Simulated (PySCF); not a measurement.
Gas-phase reaction: 4 B(CH3)3 ⇌ 4 BH3 + C6H6 + 3 C2H6

Energies from PySCF, thermal terms from the rigid-rotor harmonic-oscillator model, ideal gas at 1 bar. † marks an energy on the PBE0/def2-TZVP geometry and frequencies; other levels use their own. MP2 freezes the core. 6-31G* has spherical d functions here. All species are closed-shell singlets. B3LYP is the form with VWN-RPA correlation. MP2 isn't extrapolated to the basis-set limit.

| level | ΔH°(298 K), kJ |
|---|---|
| B3LYP/6-31G* | ___ |
| B3LYP/def2-TZVP† | 638 |
| BLYP/def2-TZVP† | 603 |
| MP2/def2-TZVPP† | ___ |
| PBE0/def2-SVP† | ___ |
| PBE0/def2-TZVP | 739 |
| ωB97X-V/def2-TZVP† | 716 |

Question: Complete the blanks.

Answer: 
- B3LYP/6-31G*, ΔH°(298 K), kJ: 609
- MP2/def2-TZVPP†, ΔH°(298 K), kJ: 681
- PBE0/def2-SVP†, ΔH°(298 K), kJ: 767
